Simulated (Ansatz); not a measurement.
```yaml
crystal:
  periodic: [false, false, false]
  atoms:
    - {symbol: C, position_ang: [-0.740215, 0.500129, -0.709207]}
    - {symbol: N, position_ang: [0.435168, 0.982389, -0.862558]}
    - {symbol: C, position_ang: [0.959308, 0.070522, 0.185099]}
    - {symbol: C, position_ang: [-0.465702, -0.506080, 0.363040]}
    - {symbol: H, position_ang: [-1.635600, 0.800122, -1.253347]}
    - {symbol: H, position_ang: [1.711805, -0.621493, -0.198923]}
    - {symbol: H, position_ang: [1.369265, 0.608132, 1.042715]}
    - {symbol: H, position_ang: [-0.601624, -1.554322, 0.087721]}
    - {symbol: H, position_ang: [-0.943907, -0.325599, 1.328358]}
basis:
  gaussian: {orbitals: def2-TZVPP}
magnetization: {spin_polarized: true, initial_magnetization: 8}
hamiltonian: {xc: {name: revPBE}, dispersion: d3bj, pseudopotentials: {relativity: none}}
output: {forces: true}
```

```sh
$ ansatz run in.yaml --threads 2 --pin off --events-out ev --progress --plain --max-ram 4352MiB
```

It prints (some lines left out):

```
Functional definition: revPBE
990 factors; their error is unknown
mean field evaluation 1: about -4640.1513 eV, gradient 4.4e1 eV
mean field evaluation 2: about -4598.4474 eV, gradient 9.2e1 eV
mean field evaluation 4: about -4647.3570 eV, gradient 2.3e1 eV
mean field evaluation 8: about -4650.2495 eV, gradient 8.5e-1 eV
mean field evaluation 16: about -4650.2265 eV, gradient 3.7e-3 eV
mean field evaluation 32: about -4650.2265 eV, gradient 5.6e-6 eV
mean field -4650.22646039 eV, -170.8926703826 hartree, gradient 5.6e-6 eV, S^2 20.005351; 10 other end points of the search recorded, 0 dependent functions left out
reference -4650.22651511 eV, -170.8926723937 hartree; 19, 11 occupied and 175, 183 virtual orbitals, 990 factors
Total energy: -4650.63172687 eV, -170.9075636510 hartree
Atom 0 at    -0.740215     0.500129    -0.709207 Å, force    -9.238920     0.532743    -3.075947 eV/Å
Atom 1 at     0.435168     0.982389    -0.862558 Å, force     6.850071     7.576886    -5.614313 eV/Å
Atom 2 at     0.959308     0.070522     0.185099 Å, force     5.776472    -0.857391     2.442053 eV/Å
Atom 3 at    -0.465702    -0.506080     0.363040 Å, force    -2.530884    -2.724347     1.999408 eV/Å
Atom 4 at    -1.635600     0.800122    -1.253347 Å, force    -1.338875    -0.292305    -0.079777 eV/Å
Atom 5 at     1.711805    -0.621493    -0.198923 Å, force     1.711725    -2.453951    -1.020337 eV/Å
Atom 6 at     1.369265     0.608132     1.042715 Å, force     0.658642     1.322617     2.794067 eV/Å
Atom 7 at    -0.601624    -1.554322     0.087721 Å, force    -0.465904    -3.266146    -0.453259 eV/Å
Atom 8 at    -0.943907    -0.325599     1.328358 Å, force    -1.422329     0.161894     3.008106 eV/Å
Dipole moment:    -0.059463     0.294651    -0.308313 e Å
```

In this input the spin is set far too high for this molecule. The run converged. The result belongs to that input, not to the molecule as meant.
